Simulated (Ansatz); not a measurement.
Results of LDA (Ansatz, a quantum-chemistry and plane-wave program, PAW) for LaCuSeO (P4/nmm, No. 129).

Run with plane-wave cutoff 520 eV, 8×8×4 k mesh (along the axes of the cell as run), Fermi–Dirac smearing 0.01 eV, no spin polarisation, scalar-relativistic PAW data made under PBE.

Cell (measured lattice):

Space group P4/nmm, origin choice 1 (No. 129); a = 4.067 Å, b = 4.067 Å, c = 8.797 Å, α = 90.00°, β = 90.00°, γ = 90.00°

| atom | site | symmetry | x | y | z |
|---|---|---|---|---|---|
| Cu | 2b | -4m2 | 0.5000 | 0.5000 | 0.5000 |
| La | 2c | 4mm | 0.5000 | 0.0000 | 0.1398 |
| Se | 2c | 4mm | 0.0000 | 0.5000 | 0.3302 |
| O | 2a | -4m2 | 0.0000 | 0.0000 | 0.0000 |

Q: What does this level give for the band gap?

A: 
* **band gap**: 1.41 eV

Note: cell and atoms aren't relaxed at this level (largest force component 0.42 eV/Å, pressure -6.7 GPa).

Spin–orbit coupling is not included.

The result took around 100 core-seconds (rough).
